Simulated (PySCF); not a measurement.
# C2H3F (SMILES C=CF) at 6 levels

Wanted: a comparison of 6 runs (HF/3-21G, B2PLYP/def2-TZVP, BLYP/def2-TZVP, CAM-B3LYP/def2-TZVP, M06-L/def2-TZVP, wB97X/def2-TZVP) of C2H3F. The job is set up through a Python script.

The results are computed with PySCF 2.14.0.

2 further runs of the same task are left out: 2 set aside as unsound or not needed.

## (1) The molecule

C2H3F has 6 atoms, charge 0, and is taken as a singlet. As SMILES, `C=CF`. The coordinates come from a PBE0-D4/def2-TZVP relaxation.

Bond lengths: C1–C2 1.316 Å, C2–F3 1.336 Å, C1–H4 1.082 Å, C1–H5 1.081 Å, C2–H6 1.084 Å. Angles: C1–C2–F3 122.3°, C1–C2–H6 125.7°, F3–C2–H6 112.0°, C2–C1–H4 121.6°, C2–C1–H5 119.2°, H4–C1–H5 119.2°.

## (2) A single-point energy at HF/3-21G (run 1)

input.xyz reads:

```xyz
6
C2H3F
C     -0.536200     0.076400    -0.442800
C      0.490000    -0.016300     0.376600
F      0.966200    -1.192400     0.795500
H     -1.043900    -0.803300    -0.816600
H     -0.880200     1.054100    -0.749700
H      1.046100     0.817400     0.790700
```

input.py reads:

```python
from pyscf import gto, scf

molecule = gto.M(
    atom='input.xyz',
    max_memory=1860,
    verbose=3,
    charge=0,
    basis='3-21g',
)

hf = scf.RHF(molecule)
hf.conv_tol = 1e-10
hf.kernel()
if not hf.converged:
    hf = hf.newton().run(hf.mo_coeff, hf.mo_occ)

e_final = hf.e_tot
print('E(%s) = %.9f' % ('HF', e_final))
```

Run with:

```
OMP_NUM_THREADS=1 python input.py
```

What it wrote:

```text
converged SCF energy = -175.919271776722
E(HF) = -175.919271777
```

Run time: 0.92 s. Hardware: 1 thread of Intel Xeon at 2.70GHz, shared host; peak memory 0.1 GiB.

## (3) A single-point energy at B2PLYP/def2-TZVP (run 2)

run.py reads:

```python
from pyscf import gto, dft, mp

mol = gto.Mole()
mol.atom = [
    ('C', (-0.536200, 0.076400, -0.442800)),
    ('C', (0.490000, -0.016300, 0.376600)),
    ('F', (0.966200, -1.192400, 0.795500)),
    ('H', (-1.043900, -0.803300, -0.816600)),
    ('H', (-0.880200, 1.054100, -0.749700)),
    ('H', (1.046100, 0.817400, 0.790700)),
]
mol.verbose = 3
mol.basis = 'def2-tzvp'
mol.max_memory = 1860
mol.build()

mf = dft.RKS(mol)
mf.xc = '0.53*HF + 0.47*B88, 0.73*LYP'
mf.conv_tol = 1e-10
mf.grids.level = 5
mf.kernel()
if not mf.converged:
    mf = mf.newton().run(mf.mo_coeff, mf.mo_occ)

pt = mp.MP2(mf, frozen=3).run()
e_tot = mf.e_tot + 0.27 * pt.e_corr
print('PT2 part  %.8f' % (0.27 * pt.e_corr))
print('Final energy', e_tot)
```

Run with:

```
OMP_NUM_THREADS=1 python run.py
```

What it wrote:

```text
converged SCF energy = -177.588442517599
E(RMP2) = -178.267707875765  E_corr = -0.679265358165716
E(SCS-RMP2) = -178.2587590766  E_corr = -0.670316559000511
PT2 part  -0.18340165
Final energy -177.7718441643038
```

Run time: 22 s. Hardware: 1 thread of Intel Xeon at 2.70GHz, shared host; peak memory 0.57 GiB.

## (4) The energy at BLYP/def2-TZVP (run 3)

run.py reads:

```python
# C=CF
from pyscf import gto, dft

mol = gto.M(
    atom='''
C     -1.013271     0.144375    -0.836771
C      0.925966    -0.030803     0.711671
F      1.825853    -2.253309     1.503277
H     -1.972685    -1.518017    -1.543150
H     -1.663337     1.991960    -1.416728
H      1.976842     1.544662     1.494206
''',
    unit='bohr',
    verbose=3,
    spin=0,
    charge=0,
    basis='def2-tzvp',
    max_memory=1860,
)

mf = dft.RKS(mol)
mf.xc = 'blyp'
mf.conv_tol = 1e-10
mf.grids.level = 5
mf.kernel()
if not mf.converged:
    mf = mf.newton().run(mf.mo_coeff, mf.mo_occ)

e_final = mf.e_tot
print('E = %.10f Eh' % e_final)
```

Run with:

```
OMP_NUM_THREADS=1 python run.py
```

What it wrote:

```text
converged SCF energy = -177.859171523296
E = -177.8591715233 Eh
```

Run time: 21 s. Hardware: 1 thread of Intel Xeon at 2.70GHz, shared host; peak memory 0.57 GiB.

Runs 4 to 5 aren't shown in full; the table further down has their settings and results.

## (5) A single-point energy at wB97X/def2-TZVP (run 6)

job.py reads:

```python
from pyscf import gto, dft

mol = gto.Mole()
mol.atom = '''
C   -0.536200   0.076400  -0.442800
C    0.490000  -0.016300   0.376600
F    0.966200  -1.192400   0.795500
H   -1.043900  -0.803300  -0.816600
H   -0.880200   1.054100  -0.749700
H    1.046100   0.817400   0.790700
'''
mol.verbose = 3
mol.max_memory = 1860
mol.basis = 'def2-tzvp'
mol.charge = 0
mol.build()

mf = dft.RKS(mol, xc='wb97x')
mf.conv_tol = 1e-10
mf.grids.level = 5
mf.kernel()
if not mf.converged:
    mf = mf.newton().run(mf.mo_coeff, mf.mo_occ)

e_tot = mf.e_tot
print('E = %.10f Eh' % e_tot)
```

Run with:

```
OMP_NUM_THREADS=1 python job.py
```

What it wrote:

```text
converged SCF energy = -177.85389973425
E = -177.8538997343 Eh
```

Wall time 36 s (1 thread of Intel Xeon at 2.70GHz, shared host); peak memory 0.57 GiB.

## (6) All runs side by side

| run | level | frozen core orbitals | integration grid | energy (Eh) | dipole moment (D) | HOMO energy (eV) | LUMO energy (eV) | wall time |
| --- | --- | --- | --- | --- | --- | --- | --- | --- |
| 1 | HF/3-21G | – | – | -175.919272 | 1.75 | -10.41 | 5.00 | 0.92 s |
| 2 | B2PLYP/def2-TZVP | 3 | 5 | -177.771844 | 1.47 | -8.78 | 1.70 | 22 s |
| 3 | BLYP/def2-TZVP | – | 5 | -177.859172 | 1.24 | -6.35 | -0.69 | 21 s |
| 4 | CAM-B3LYP/def2-TZVP | – | 5 | -177.833111 | 1.40 | -9.15 | 1.40 | 31 s |
| 5 | M06-L/def2-TZVP | – | 5 | -177.869355 | 1.20 | -6.63 | -0.46 | 35 s |
| 6 | wB97X/def2-TZVP | – | 5 | -177.853900 | 1.37 | -10.16 | 2.53 | 36 s |

## (7) Results

| quantity | value |
| --- | --- |
| run 6: total energy | -177.85390 Eh |
| run 6: dipole moment | 1.37 D |
| run 6: HOMO energy | -10.16 eV |
| run 6: LUMO energy | 2.53 eV |
| run 6: HOMO–LUMO gap | 12.70 eV |

**Reading.** The dipole moment (its size) runs from 1.20 D (M06-L/def2-TZVP) to 1.75 D (HF/3-21G). The two ends differ in method and basis. The HOMO–LUMO gap runs from 5.66 eV (BLYP/def2-TZVP) to 15.40 eV (HF/3-21G). Totals of different functionals can't be ranked against each other. All runs together took 2.4 min, the longest 36 s.
